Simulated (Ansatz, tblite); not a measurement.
How methods differ on C3H10NP (SMILES CP(C)(C)=N)

The species is C3H10NP (15 atoms), meant as a singlet with charge 0. SMILES: `CP(C)(C)=N`. Geometry: relaxed at PBE0-D4/def2-TZVP.

Quantity: the vertical ionisation energy (to the doublet cation), in eV. The values are calculated.

```tsv
level	kind	program	value (eV)	CPU time (all runs)
IPEA1-xTB	semi-empirical	tblite	13.66	under 2 s
SVWN5/6-31G* (spherical functions)	LDA	Ansatz	8.10	17 s
PBE/6-31G* (spherical functions)	GGA	Ansatz	7.86	32 s
r2SCAN/6-31G* (spherical functions)	meta-GGA	Ansatz	7.84	56 s
r2SCAN0/6-31G* (spherical functions)	hybrid meta-GGA	Ansatz	7.83	60 s
HSE06/6-31G* (spherical functions)	range-separated hybrid	Ansatz	7.87	34 s
B2PLYP/6-31G* (spherical functions)	double hybrid	Ansatz	7.83	43 s
RPA@PBE/6-31G* (spherical functions)	RPA	Ansatz	7.75	51 s
RPA@PBE0/6-31G* (spherical functions)	RPA	Ansatz	7.69	50 s
CCSD/6-31G* (spherical functions)	coupled cluster or CI	Ansatz	7.60	2.2 min
```

The values span 7.60 to 13.66 eV. The xTB values lack the empirical shift that such differences need. CPU times are rough (shared hosts, several kinds of processor and program).
